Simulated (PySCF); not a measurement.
methyl amine, CH5N, SMILES CN, point group Cs.

Force field and properties: B3LYP/pcSseg-1 (PySCF, grid level 2). Vibrational terms come from second-order perturbation theory with semi-diagonal cubic constants, by steps of ±0.6 along the normal coordinates of each isotopologue. The parent has the commonest isotopes.

Equilibrium geometry (Å):

```json
{"atom": "C1", "x": "-0.5645", "y": "0.0712", "z": "-0.0401"}
{"atom": "N2", "x": "0.8637", "y": "-0.0934", "z": "-0.3110"}
{"atom": "H3", "x": "-1.1213", "y": "-0.7370", "z": "-0.5275"}
{"atom": "H4", "x": "-0.8524", "y": "0.0799", "z": "1.0263"}
{"atom": "H5", "x": "-0.9120", "y": "1.0103", "z": "-0.4853"}
{"atom": "H6", "x": "1.2033", "y": "-0.9629", "z": "0.0954"}
{"atom": "H7", "x": "1.3966", "y": "0.6515", "z": "0.1338"}
```

Species: ¹³C at 1. Output of the displacement run:

```
mode    cm-1    km/mol   phi_rrr   E(+)/cm-1  E(-)/cm-1
  1    330.79    40.74      -1.9      72.61      72.76
  2    843.71   163.69     343.5     168.00     143.10
  3    979.44     0.09      -0.2     177.34     177.35
  4   1044.55     9.72    -339.6     176.30     200.75
  5   1160.92     6.09     -59.9     207.43     211.40
  6   1336.29     0.38       0.3     240.82     240.85
  7   1448.29     2.63      76.3     263.73     258.20
  8   1488.05    10.18     -53.7     265.93     269.76
  9   1510.45     4.71       0.3     271.87     271.85
 10   1654.21    22.14    -140.3     292.88     302.99
 11   2936.41   100.36   -1856.1     467.32     600.47
 12   3041.36    35.86   -1249.5     505.03     594.89
 13   3076.66    29.21      -3.3     556.68     556.90
 14   3464.87     0.39   -1631.9     568.56     685.90
 15   3542.03     0.57      -4.5     641.25     641.55
```

For the shielding of N2 (σe = 239.66 ppm):

```csv
mode,ω (cm⁻¹),Σr φrrs (cm⁻¹),∂σ/∂q,∂²σ/∂q²
1,331,-6,-0.017,-9.546
2,844,237,-6.354,-3.636
3,979,-3,0.007,-4.242
4,1045,-711,-0.709,-3.449
5,1161,-360,0.296,-0.643
6,1336,2,0.008,-0.661
7,1448,-157,4.258,-0.434
8,1488,-36,0.874,-1.024
9,1510,1,0.010,-1.244
10,1654,51,-1.516,-0.578
11,2936,-1321,-7.042,-1.414
12,3041,-1119,-2.866,-0.822
13,3077,-1,-0.001,-0.597
14,3465,-137,-26.993,-6.010
15,3542,-3,-0.025,-7.565
```

Q: Work out the zero-point average of this shielding.

A: With ⟨qs⟩ = −Σr φrrs/(4ωs) and ⟨qs²⟩ = 1/2: the mean displacements are 0.004, -0.070, 0.001, 0.170, 0.078, 0.000, 0.027, 0.006, 0.000, -0.008, 0.112, 0.092, 0.000, 0.010, 0.000. The anharmonic term Σ (∂σ/∂q)⟨q⟩ is -0.84 ppm, the harmonic term ¼ Σ ∂²σ/∂q² is -10.47 ppm, so ⟨σ⟩ = 228.35 ppm.

Internal rotors are held in one well.
